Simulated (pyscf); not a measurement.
H₃Si–SbH₂ -> H₂Si=SbH + hydrogen (H₂), an elimination (singlet surface; H–Si, H–Sb broken, H–H formed). PySCF, gas phase, ωB97X-D3(BJ)/def2-SVP geometries. Energies in kcal/mol from the reactant's lowest minimum found.

GFN2-xTB: tblite. 

Problem. In single points GFN2-xTB puts the saddle at 73.5 kcal/mol and the reaction energy at +36.7 kcal/mol. Should these be trusted to within a few kcal/mol? Compare with ωB97M-D3(BJ)/def2-TZVP.

Solution. ωB97M-D3(BJ)/def2-TZVP gives ΔE‡ = 59.4 kcal/mol and ΔE = +33.0 kcal/mol. GFN2-xTB lies 14.1 kcal/mol over it in the barrier and 3.7 kcal/mol over it in the reaction energy, so on this step it does not hold to within 3.0 kcal/mol. ωB97M-D3(BJ)/def2-TZVP has limits of its own. At the saddle there is also a short H–Si contact that neither side keeps. This is the saddle that the search found; another between the same sides may lie lower. In the def2 sets elements past Kr carry core potentials, without spin-orbit coupling.
